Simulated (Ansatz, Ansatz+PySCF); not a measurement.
```yaml
atoms:
  - { symbol: C, position_ang: [0.0517, 0.7044, 0.0000] }
  - { symbol: N, position_ang: [0.0517, -0.7596, 0.0000] }
  - { symbol: H, position_ang: [-0.9417, 1.1762, 0.0000] }
  - { symbol: H, position_ang: [-0.4582, -1.0994, 0.8124] }
  - { symbol: H, position_ang: [-0.4582, -1.0994, -0.8124] }
  - { symbol: H, position_ang: [0.5928, 1.0567, 0.8807] }
  - { symbol: H, position_ang: [0.5928, 1.0567, -0.8807] }
```

Basis set: cc-pVTZ (spherical functions). Correlated methods keep 2 orbitals frozen. Charge 0, multiplicity 1.

Computed with Ansatz (development build ahead of 0.2.0); each method stands on the lowest determinant of its kind that the runs found. Restricted open shells among the atoms or ions are ROHF, correlated in semicanonical orbitals with singles.

(1) Give the vertical ionization energy (product with multiplicity 2 at the same shape, open shells in the same class of orbitals) of singlet CH₅N by RHF-MP2, RHF.

Answers

(1)

| method | ionization energy |
| --- | --- |
| RHF-MP2 | 9.84 eV |
| RHF | 8.52 eV |
